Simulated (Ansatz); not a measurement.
The same path of C2H8N2O2 (14 atoms, charge 0, multiplicity 1) was run twice with different band settings. The coordinate that changes most is the height of N4 over the plane of its neighbours.

Level of theory: RKS r2SCAN/STO-3G (Ansatz 0.2.0).

Relaxed end points:

```xyz
14
Properties=species:S:1:pos:R:3
C -0.846 -0.538 1.515
O 0.221 -0.917 0.576
C 0.280 0.101 -0.506
N 1.481 -0.377 -1.305
N 0.576 1.534 -0.144
O -1.003 0.179 -1.210
H -1.064 -1.435 2.122
H -1.769 -0.221 0.987
H -0.536 0.278 2.202
H 1.444 0.230 -2.174
H 1.189 -1.329 -1.673
H -0.208 1.821 0.508
H 1.415 1.464 0.497
H -1.193 -0.819 -1.366
```

```xyz
14
Properties=species:S:1:pos:R:3
C -0.741 -0.580 1.566
O 0.213 -0.949 0.511
C 0.125 0.070 -0.573
N 0.882 -0.593 -1.708
N 0.723 1.426 -0.200
O -1.231 0.350 -0.996
H -0.855 -1.466 2.215
H -1.727 -0.305 1.137
H -0.381 0.268 2.190
H 1.472 0.196 -2.100
H 1.597 -1.200 -1.213
H -0.087 1.941 0.255
H 1.350 1.209 0.629
H -1.353 -0.396 -1.687
```

Common settings: movable images 7; climbing image yes; optimiser quadratic models (default); start path IDPP; force threshold 0.05 eV/Å; iteration limit 60; end points relaxed.

| run | spring |
| --- | --- |
| 1 | 5.0 eV/Å² |
| 2 | 2.0 to 10.0 eV/Å², energy-weighted |

**Question.** What does each run give, and how far can it be trusted?

**Answer.** Run 1: converged after 5 iterations, highest image 0.320 eV above the first end. A vibrational analysis at the climbing image gives one clearly imaginary mode, 670i cm⁻¹: a first-order saddle point.
Run 2: converged after 5 iterations, highest image 0.320 eV above the first end. Another band between the same ends (7 images) ends at a top of the same energy, where a vibrational analysis finds 1 clearly imaginary mode.
Limits of this set-up: minimal basis.
